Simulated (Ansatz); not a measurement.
`CN[SiH2]` radical, relaxed with UKS PBE-D4/def2-SVP in Ansatz 0.2.0 from a rough embedded geometry. The force threshold is 0.03 eV/Å; the program also tests the step.

Total charge 0; spin multiplicity 2.

Start:

```xyz
9

C     0.698   -0.449    0.682
N    -0.590    0.026    0.458
Si   -1.216    0.316   -1.088
H     0.895   -1.367    0.222
H     0.908   -0.635    1.775
H     1.518    0.297    0.377
H    -0.774    0.858    1.059
H    -0.775   -0.714   -1.951
H    -0.663    1.667   -1.533
```

| step | energy (eV) | largest force (eV/Å) | largest move (Å) |
| --- | --- | --- | --- |
| 1 | -10488.8416 | 3.647 | 0.000 |
| 2 | -10489.2015 | 1.258 | 0.194 |
| 3 | -10489.3000 | 0.297 | 0.185 |
| 4 | -10489.3483 | 0.277 | 0.200 |
| 5 | -10489.3667 | 0.237 | 0.147 |
| 6 | -10489.3918 | 0.402 | 0.198 |
| 7 | -10489.4120 | 0.306 | 0.095 |
| 8 | -10489.4386 | 0.167 | 0.200 |
| 9 | -10489.4440 | 0.168 | 0.090 |
| 10 | -10489.4467 | 0.141 | 0.084 |
| 11 | -10489.4479 | 0.025 | 0.020 |

End:

```xyz
9

C     0.781   -0.502    0.805
N    -0.107    0.485    0.224
Si   -1.278    0.167   -1.049
H     0.998   -1.295    0.062
H     0.367   -1.006    1.711
H     1.753   -0.045    1.094
H    -0.311    1.270    0.851
H    -0.532   -0.606   -2.119
H    -1.672    1.531   -1.580
```

It took 22 s on 2 threads of a server CPU on a shared host, with 0.16 GiB of host memory at the peak.
